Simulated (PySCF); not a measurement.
# SO₂: one-bond stretch

Computed with TPSS in PySCF with S def2-TZVP, O def2-TZVP; no relativity; density-fitted integrals.

Rigid scan from the singlet minimum (S–O 1.454 Å (×2); O–S–O 118.9°). Coordinate: the bond from S to the last atom (O) scaled, the rest fixed. Energies in kJ/mol from the minimum.

| scale of one bond | E (kJ/mol) | dipole size (D) |
| --- | --- | --- |
| 0.92 | 49.9 | 1.55 |
| 0.96 | 10.9 | 1.55 |
| 1.00 | 0.0 | 1.60 |
| 1.05 | 12.8 | 1.71 |
| 1.12 | 60.0 | 1.93 |
| 1.20 | 133.4 | 2.20 |
| 1.35 | 279.8 | 2.66 |
| 1.55 | 446.4 | – |
| 1.80 | 594.8 | – |
| 2.20 | 728.6 | – |

At long bonds a restricted determinant can lie too high, and another spin state can fall below this curve.
